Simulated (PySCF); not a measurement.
Ionisation energies (eV) were calculated with PySCF 2.14 by MP2 (valence), UHF, LDA, in another order, as differences of total energies without spin-orbit coupling. The measured values are between term centres (NIST).

```csv
species,measured,A,B,C
"Be (dyall-av3z, spin-free X2C)",9.323,8.838,9.028,8.044
"N (dyall-av3z, spin-free X2C)",14.545,14.580,15.004,13.889
"F (dyall-av3z, spin-free X2C)",17.427,17.289,17.947,15.637
"F+ (dyall-av3z, spin-free X2C)",34.950,34.634,35.269,33.376
"Mg (dyall-av3z, spin-free X2C)",7.646,7.270,7.732,6.615
"Si+ (dyall-av3z, spin-free X2C)",16.322,16.097,16.356,15.831
"S (dyall-av3z, spin-free X2C)",10.336,9.986,10.551,9.216
"Ca (dyall-av3z, spin-free X2C)",6.113,5.695,6.235,5.136
```

Task: Which column is which method?

Result: A is MP2 (valence) (mean error -0.28 eV); B is LDA (mean error 0.18 eV); C is UHF (mean error -1.11 eV). Valence MP2 in a finite basis recovers only part of the missing correlation, so it stays below experiment on average. LDA overbinds the outer electron and comes out highest. Hartree-Fock lacks the correlation of the electron removed and comes out lowest.
